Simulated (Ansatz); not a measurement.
We consider SbSI (Pna2₁, No. 33; cell taken from a computed entry), described by G0W0@PBEsol in Ansatz (plane waves, hard PAW, contour deformation, complete-basis limit).

Settings: largest k mesh 2×2×6 (not extrapolated in the mesh).

Cell (fixed, not relaxed at this level and not confirmed as the measured one):

```yaml
crystal:
  lattice:
    - [9.15055, 0.00000, 0.00000]
    - [0.00000, 10.70290, 0.00000]
    - [0.00000, 0.00000, 4.14322]
  atoms:
    - { symbol: Sb, position: [0.60438, 0.37782, 0.28102] }
    - { symbol: Sb, position: [0.39562, 0.62218, 0.78102] }
    - { symbol: Sb, position: [0.89562, 0.87782, 0.78102] }
    - { symbol: Sb, position: [0.10438, 0.12218, 0.28102] }
    - { symbol: S, position: [0.35002, 0.45980, 0.26733] }
    - { symbol: S, position: [0.64998, 0.54020, 0.76733] }
    - { symbol: S, position: [0.14998, 0.95980, 0.76733] }
    - { symbol: S, position: [0.85002, 0.04020, 0.26733] }
    - { symbol: I, position: [0.00985, 0.68223, 0.26096] }
    - { symbol: I, position: [0.99015, 0.31777, 0.76096] }
    - { symbol: I, position: [0.49015, 0.18223, 0.76096] }
    - { symbol: I, position: [0.50985, 0.81777, 0.26096] }
```

Problem. Predict the band gap.

Solution. 
band gap: 2.41 eV

Note: the correction to the complete basis was taken at k points off the band edges; the gap holds a correction of +0.13 eV to the complete basis, taken at k points off the band edges.

Spin–orbit coupling is not included.

Ansatz is a quantum-chemistry and plane-wave program.
